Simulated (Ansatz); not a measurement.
Geometry optimisation, RKS PBE0-D4/def2-SVP (Ansatz 0.2.0).

The input (input.yaml):

```yaml
crystal:
  periodic: [false, false, false]
  atoms:
    - { symbol: Al, position_ang: [0.0, 0.0, 0.0] }
    - { symbol: H, position_ang: [1.2076, 0.0, 1.2804] }
    - { symbol: H, position_ang: [1.7126, 0.0, 0.4057] }
    - { symbol: O, position_ang: [-1.5415, 0.0, -0.89] }
    - { symbol: H, position_ang: [-2.0512, -0.8467, -0.6815] }
basis:
  gaussian: { orbitals: def2-SVP }
hamiltonian:
  xc: pbe0
  dispersion: d4
relax:
  f_tol: 0.15
  max_steps: 25
  restrain:
    - { distance: [1, 2], at: 1.86, k: 30.0 }
    - { distance: [0, 1], at: 1.56, k: 30.0 }
    - { distance: [0, 2], at: 1.56, k: 30.0 }
```

Command:

```bash
$ ansatz run input.yaml --threads 1 --pin off --max-ram 2048MiB --backend cpu --events-out ev --progress --plain --runs-dir out
```

Where does it end, and by what steps?

It converged. The restraints hold the end off the free minimum; the threshold counts their pulls, which the force column leaves out. Restrained pairs: H2–H3 (1.01 → 1.94 Å), Al1–H2 (1.76 → 1.54 Å), Al1–H3 (1.76 → 1.54 Å). After 8 steps the energy has fallen by 4.144 eV (the restraints' own energy left out); H2 moved furthest, 0.57 Å.

| step | energy less start (eV) | largest force component (eV/Å) | accepted |
| --- | --- | --- | --- |
| 0 | 0.0000 | 6.305 | yes |
| 1 | -1.4246 | 3.481 | yes |
| 2 | -2.9182 | 2.641 | yes |
| 3 | -2.5635 | 7.046 | no |
| 4 | -3.5163 | 2.307 | yes |
| 5 | -3.8536 | 2.141 | yes |
| 6 | -4.0595 | 2.008 | yes |
| 7 | -4.1402 | 2.048 | yes |
| 8 | -4.1443 | 2.048 | yes |

```xyz
5
Properties=species:S:1:pos:R:3
Al 0.193 -0.105 0.081
H 0.709 -0.100 1.535
H 1.693 0.191 -0.116
O -1.196 -0.319 -0.863
H -2.071 -0.514 -0.522
```

Run time: 4.2 s on 1 thread of AMD EPYC 9R45 96-Core Processor (Zen 5) (shared host), peak memory 0.12 GiB.
